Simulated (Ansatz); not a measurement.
The input, for Ansatz 0.2.0:

```yaml
crystal:
  periodic: [false, false, false]
  atoms:
    - {symbol: Ta, position_ang: [0.000000, 0.000000, 0.000000]}
    - {symbol: H, position_ang: [0.000000, 0.000000, 1.751800]}
basis:
  gaussian: {orbitals: def2-SVP}
magnetization: {spin_polarized: true, initial_magnetization: 0}
hamiltonian: {xc: hf}
output: {orbitals: {seedname: orbitals}}
```

```sh
$ ansatz run in.yaml --threads 1 --pin off --events-out ev --progress --plain --max-ram 2393MiB
```

Q: Roughly how long does this take on 1 thread of Arm Neoverse V2, shared host, and how much host memory?

A: 1.5 s wall and 0.07 GiB.

```
372 factors; integrals over basis functions are off by at most 1.1e-3 eV
mean field evaluation 1: about -1543.0957 eV, gradient 1.1e1 eV
mean field evaluation 2: about -1543.0998 eV, gradient 1.1e1 eV
mean field evaluation 4: about -1544.3830 eV, gradient 1.5e0 eV
mean field evaluation 8: about -1544.5294 eV, gradient 2.2e-1 eV
mean field evaluation 16: about -1544.7227 eV, gradient 1.2e0 eV
mean field evaluation 32: about -1546.0930 eV, gradient 1.9e-5 eV
mean field evaluation 64: about -1544.5331 eV, gradient 1.1e-6 eV
mean field evaluation 96: about -1545.9287 eV, gradient 2.1e0 eV
mean field evaluation 128: about -1545.9895 eV, gradient 1.2e-1 eV
mean field evaluation 160: about -1545.1860 eV, gradient 3.0e0 eV
mean field evaluation 192: about -1545.9897 eV, gradient 3.5e-1 eV
mean field evaluation 224: about -1545.6112 eV, gradient 3.9e-1 eV
mean field evaluation 256: about -1545.9999 eV, gradient 3.7e-1 eV
mean field evaluation 288: about -1544.7501 eV, gradient 4.4e0 eV
mean field evaluation 320: about -1544.4962 eV, gradient 2.7e-1 eV
mean field evaluation 352: about -1546.0376 eV, gradient 1.5e-1 eV
mean field evaluation 384: about -1544.5333 eV, gradient 3.8e-2 eV
mean field evaluation 416: about -1545.8339 eV, gradient 2.9e-3 eV
mean field evaluation 448: about -1546.0092 eV, gradient 3.9e-1 eV
mean field -1546.09301687 eV, -56.8178703906 hartree, gradient 7.9e-6 eV, S^2 1.608033; 16 other end points of the search recorded, 0 dependent functions left out
reference -1546.09301687 eV, -56.8178703906 hartree; 7, 7 occupied and 30, 30 virtual orbitals, 372 factors
Total energy: -1546.09301687 eV, -56.8178703906 hartree
```
